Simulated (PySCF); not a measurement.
# Bond length, frequency and bond energy of AlCl⁻ by level of theory

State: ²Π (doublet), unpaired electrons π ↑. Set-up: basis Al aug-cc-pVDZ-DK, Cl aug-cc-pVDZ-DK; spin-free X2C with a Gaussian nucleus; PySCF 2.14. De refers to Al + Cl⁻ in their high-spin ground configurations, without counterpoise correction. The functionals are run spin-unrestricted. A positive dipole points towards Cl; it is taken about the centre of mass and depends on that origin.

```json
{"Level": "UHF", "Re (Å)": "2.372", "ωe (cm⁻¹)": "296", "De (eV)": "n/a", "μ (D)": "3.08", "CPU s a point (SCF and correlation, without the integrals)": "0.2"}
{"Level": "UHF-MP2", "Re (Å)": "2.358", "ωe (cm⁻¹)": "313", "De (eV)": "1.54", "μ (D)": "n/a", "CPU s a point (SCF and correlation, without the integrals)": "0.31"}
{"Level": "UHF-SCS-MP2", "Re (Å)": "2.368", "ωe (cm⁻¹)": "306", "De (eV)": "1.47", "μ (D)": "n/a", "CPU s a point (SCF and correlation, without the integrals)": "n/a"}
{"Level": "UHF-CCSD", "Re (Å)": "2.370", "ωe (cm⁻¹)": "307", "De (eV)": "n/a", "μ (D)": "n/a", "CPU s a point (SCF and correlation, without the integrals)": "n/a"}
{"Level": "UHF-CCSD(T)", "Re (Å)": "2.369", "ωe (cm⁻¹)": "309", "De (eV)": "n/a", "μ (D)": "n/a", "CPU s a point (SCF and correlation, without the integrals)": "4.1"}
{"Level": "LDA", "Re (Å)": "2.302", "ωe (cm⁻¹)": "345", "De (eV)": "2.07", "μ (D)": "3.58", "CPU s a point (SCF and correlation, without the integrals)": "0.48"}
{"Level": "PBE", "Re (Å)": "2.346", "ωe (cm⁻¹)": "320", "De (eV)": "1.78", "μ (D)": "3.40", "CPU s a point (SCF and correlation, without the integrals)": "0.72"}
{"Level": "BP86", "Re (Å)": "2.349", "ωe (cm⁻¹)": "318", "De (eV)": "1.72", "μ (D)": "3.43", "CPU s a point (SCF and correlation, without the integrals)": "0.49"}
{"Level": "r²SCAN", "Re (Å)": "2.329", "ωe (cm⁻¹)": "329", "De (eV)": "1.79", "μ (D)": "3.57", "CPU s a point (SCF and correlation, without the integrals)": "1"}
{"Level": "r²SCANh", "Re (Å)": "2.329", "ωe (cm⁻¹)": "329", "De (eV)": "1.77", "μ (D)": "3.49", "CPU s a point (SCF and correlation, without the integrals)": "1.1"}
{"Level": "PBE0", "Re (Å)": "2.335", "ωe (cm⁻¹)": "325", "De (eV)": "1.73", "μ (D)": "3.32", "CPU s a point (SCF and correlation, without the integrals)": "1.1"}
{"Level": "HSE06", "Re (Å)": "2.337", "ωe (cm⁻¹)": "323", "De (eV)": "1.73", "μ (D)": "3.32", "CPU s a point (SCF and correlation, without the integrals)": "0.99"}
```

The bond length runs from 2.302 Å (LDA) to 2.372 Å (UHF). De spans 1.47 eV (UHF-SCS-MP2, perturbation theory) to 2.07 eV (LDA, local density).

Correlated steps freeze 10 core orbitals. Correlated levels converge slowly with the basis: in double zeta they bind strong bonds too weakly, by up to about 1 eV, and carry superposition errors of some tenths. For an ion De counts to the pair picked by the measured ionisation energies or electron affinities, which need not be the lowest pair at this level. The highest Kohn–Sham level is positive in this anion. Much of that is self-interaction error, but it also means that the finite basis helps to hold the extra electron. The state is the lowest determinant that a PBE0 search found; another state may lie lower at other levels.

The whole job (state search and all levels along the bond) took about 2.3 min on 1 thread of Arm Neoverse V1 (shared host), peak memory 0.6 GiB.
